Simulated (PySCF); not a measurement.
Method: PySCF energies plus ideal-gas RRHO corrections (1 bar). The comparison is the NASA 1993 polynomial table, which mixes measured and estimated data. All species are closed-shell singlets. The harmonic model lacks anharmonicity and excited electronic states, which grow with temperature; levels with a mode under 35 cm⁻¹ are left out. The table's entry may be an old estimate for Na2 (not checked at source).

Harmonic frequencies at PBE0/def2-TZVP (cm⁻¹): 160. Point group D∞h; S°(298 K) = 229.8 J/mol/K at this level.

### Question
Work out Cp and S° of gaseous Na2 at 500, 800, 1200, 1600, 2000 K from these, and set them beside the table.

### Answer
```json
[
 {"T (K)": "500", "Cp PBE0/def2-TZVP": "37.3", "Cp table": "38.3", "S° PBE0/def2-TZVP": "249.0", "S° table": "249.9"},
 {"T (K)": "800", "Cp PBE0/def2-TZVP": "37.4", "Cp table": "39.3", "S° PBE0/def2-TZVP": "266.5", "S° table": "268.1"},
 {"T (K)": "1200", "Cp PBE0/def2-TZVP": "37.4", "Cp table": "37.5", "S° PBE0/def2-TZVP": "281.7", "S° table": "283.9"},
 {"T (K)": "1600", "Cp PBE0/def2-TZVP": "37.4", "Cp table": "34.7", "S° PBE0/def2-TZVP": "292.4", "S° table": "294.3"},
 {"T (K)": "2000", "Cp PBE0/def2-TZVP": "37.4", "Cp table": "33.1", "S° PBE0/def2-TZVP": "300.8", "S° table": "301.8"}
]
```
Units J/mol/K.
